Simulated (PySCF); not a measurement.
# Relaxation of singlet H₃SN

These are results of PBE0 in PySCF with S def2-TZVP, N def2-TZVP, H def2-TZVP; no relativity; density-fitted integrals, not measurements. A (50,194) grid was used.

A hand-made square planar start, of C2v symmetry, held to at least that symmetry:

```xyz
5
charge 0 multiplicity 1, angstrom
S     0.0000    0.4123    0.0000
N     0.0000   -1.1277    0.0000
H     1.3500    0.4123    0.0000
H     0.0000    1.7623    0.0000
H    -1.3500    0.4123    0.0000
```

(1) What forces act on the atoms at the start (eV/Å)?

(2) What does it relax to?

(3) How much energy is released, and in how many steps?

Answers

(1) 
| atom | Fx | Fy | Fz |
| --- | --- | --- | --- |
| S1 | 0.00 | -1.65 | 0.00 |
| N2 | 0.00 | -0.72 | 0.00 |
| H3 | 1.01 | 0.63 | 0.00 |
| H4 | 0.00 | 1.11 | 0.00 |
| H5 | -1.01 | 0.63 | 0.00 |

(2) It ends at C2v with S–H 1.397 Å (×2), S–H 1.412 Å, S–N 1.539 Å; H–S–H 85.9° (×2), H–S–H 171.8°, H–S–N 94.1° (×2), H–S–N 180.0° (after a last refinement on a finer grid). A frequency run shows 1 imaginary mode, down to 776i cm⁻¹, so it is a saddle point.

(3) 13.3 kJ/mol in 4 steps.
